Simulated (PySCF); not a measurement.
# AlSOH: structure of the singlet

Where does singlet AlSOH go from a PBE0 minimum start, is the end point a minimum, and what are its modes, charges and moments?

Method: PBE0, basis Al def2-TZVP, S def2-TZVP, O def2-TZVP, H def2-TZVP, no relativity, density fitting; program: PySCF 2.14.0.

## Step 1: Where the work starts

4 atoms, charge 0, spin multiplicity 1.

Bond lengths: Al1–S2 2.001 Å, Al1–O3 1.666 Å, O3–H4 0.954 Å. Angles: S2–Al1–O3 177.4°, Al1–O3–H4 132.4°.

```xyz
4
charge 0 multiplicity 1
Al    0.0000   -0.4609    0.0000
S    -0.0359    1.5398    0.0000
O     0.1068   -2.1233    0.0000
H    -0.5547   -2.8104    0.0000
```

## Step 2: First SCF at the start

One driver script runs all steps and calls PySCF; scf.py shows how it sets up the SCF of each step. The optimiser is the driver's own. After this first run the driver tries any further starts and a stability analysis.

The input, scf.py:

```python
from pyscf import gto, scf, dft
mol = gto.M(atom='''
Al    -0.000000    -0.460860    -0.000000
S     -0.035930     1.539760     0.000000
O      0.106760    -2.123300     0.000000
H     -0.554670    -2.810410     0.000000''',
    basis={'Al': 'def2-TZVP', 'S': 'def2-TZVP', 'O': 'def2-TZVP', 'H': 'def2-TZVP'},
    charge=0, spin=0)
mf = dft.RKS(mol, xc='PBE0')
mf.grids.atom_grid = (50, 194)
aux = {'Al': 'def2-universal-JKFIT', 'S': 'def2-universal-JKFIT', 'O': 'def2-universal-JKFIT', 'H': 'def2-universal-JKFIT'}
mf = mf.density_fit(auxbasis=aux)
mf.conv_tol = 1e-08
mf.diis_space = 10
mf.max_cycle = 60
mf.init_guess = 'minao'
mf.verbose = 4
mf.kernel()
```

The run is started by

```sh
$ OMP_NUM_THREADS=4 python axn.py task.json out
```

The runs that follow: Relaxing the singlet from the PBE0 minimum start; Hessian and properties.

Before running it: what results should come out? Wanted: minimum; geometry; wavenumbers; dipole moment; highest occupied, lowest empty level; polar-tensor charge of Al1; zero-point energy; atomisation energy.

The runs gave:

| quantity | value |
| --- | --- |
| minimum | singlet, Cs |
| geometry | Al–O 1.666 Å, Al–S 2.001 Å, O–H 0.954 Å; Al–O–H 132.4°, O–Al–S 177.4° |
| wavenumbers (cm⁻¹) | 179 (a'), 184 (a''), 464 (a'), 568 (a'), 990 (a'), 3991 (a') |
| dipole moment | 4.66 D |
| highest occupied, lowest empty level | -6.99, -2.08 eV |
| polar-tensor charge of Al1 | +1.09 e |
| zero-point energy | 38.1 kJ/mol |
| entropy at 298.15 K | 275.3 J/(mol K) |
| atomisation energy (no zero-point energy) | 1314 kJ/mol |

In words: The molecule stays Cs, as typed, and the end point is a minimum. In the infrared the band at 3991 cm⁻¹ (a') leads. Only this shape and spin were tried, so other structures or states may lie lower.
